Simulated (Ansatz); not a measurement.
**Worked example: AlGe⁺, quintet against AlGe, quartet**

Geometry (PBE0/def2-TZVP stationary point of a quartet), kept for both states (AlGe, quartet: Σ⁻; AlGe⁺, quintet: Σ⁻):

```xyz
2

Ge    0.0000    0.0000    0.0000
Al    0.0000    0.0000    2.4669
```

Basis cc-pVDZ; Ansatz 0.2.0. Only valence electrons are correlated (noble-gas cores and the filled d shells of p-block atoms frozen). Prefix R: restricted or restricted open-shell reference. No spin–orbit coupling is included, and no scalar relativity.

Full CI is exact within this basis and frozen core; it isn't the basis-set limit.

```json
{"level": "RCCSD(T)", "E(AlGe, quartet) (hartree)": "-2317.346550", "E(AlGe⁺, quintet) (hartree)": "-2317.000933"}
{"level": "PBE", "E(AlGe, quartet) (hartree)": "-2318.892144", "E(AlGe⁺, quintet) (hartree)": "-2318.533403"}
{"level": "B3LYP", "E(AlGe, quartet) (hartree)": "-2319.403525", "E(AlGe⁺, quintet) (hartree)": "-2319.038245"}
{"level": "full CI", "E(AlGe, quartet) (hartree)": "-2317.348422", "E(AlGe⁺, quintet) (hartree)": "-2317.002599"}
```

Problem. Give the vertical gap, AlGe⁺ quintet less AlGe quartet, at each level in eV (1 hartree = 27.2114 eV), and each error against full CI.

Solution. full CI: (-2317.002599 − (-2317.348422)) × 27.2114 = 9.410 eV (the reference)
B3LYP: (-2319.038245 − (-2319.403525)) × 27.2114 = 9.940 eV, error 0.530 eV
PBE: (-2318.533403 − (-2318.892144)) × 27.2114 = 9.762 eV, error 0.352 eV
RCCSD(T): (-2317.000933 − (-2317.346550)) × 27.2114 = 9.405 eV, error -0.005 eV

Total energies of functionals can't be set beside those of wave-function methods, since they hold the core's correlation and their own absolute errors; only the differences compare.

In so small a basis the reference is far from its limit while semilocal and hybrid functionals are nearer theirs, so the functionals' errors here hold much of the reference's basis and frozen-core error, which can add to them or hide them.

Each level lands on the state that its own search finds. T1 diagnostics of restricted CCSD: 0.038 and 0.042.
